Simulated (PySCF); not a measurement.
## How exact exchange moves a shielding

Molecule: SMILES FC1=CC1, C3H3F.

Atoms are numbered as in `[F:1][C:2]1=[CH:3][CH2:4]1`. Hydrogens are named by the atom that carries them.

GIAO shieldings (ppm, equivalent atoms averaged) in PySCF 2.14 on the PBE0-D3(BJ)/def2-SVP geometry, basis pcSseg-2, gas phase, non-relativistic:

| functional | exact exchange (%) | σ(F1) | σ(C2) | σ(C4) |
| --- | --- | --- | --- | --- |
| BLYP | 0 | 297.5 | 16.7 | 151.0 |
| BP86 | 0 | 299.3 | 22.3 | 155.0 |
| PBE | 0 | 297.3 | 22.1 | 155.3 |
| PBE0 | 25 | 315.8 | 27.8 | 162.1 |
| mPW1PW91 | 25 | 316.2 | 27.2 | 161.4 |
| BHandHLYP | 50 | 332.0 | 28.2 | 164.5 |
| HF | 100 | 357.1 | 40.6 | 175.9 |

Problem. Fit each shielding as a line in the percentage of exact exchange.

Solution. σ(F1) = 299.3 + 0.60 x (rms 1.9 ppm); σ(C2) = 20.9 + 0.19 x (rms 2.2 ppm); σ(C4) = 154.5 + 0.22 x (rms 1.7 ppm). The functionals also differ in their semilocal parts, which the line can't hold; Hartree–Fock has no correlation at all.

Problem. What does the line predict for B3LYP (20 %), and what does the run give?

Solution. σ(F1): 311.3 predicted, 312.8 computed; σ(C2): 24.7 predicted, 21.4 computed; σ(C4): 158.9 predicted, 157.0 computed ppm.
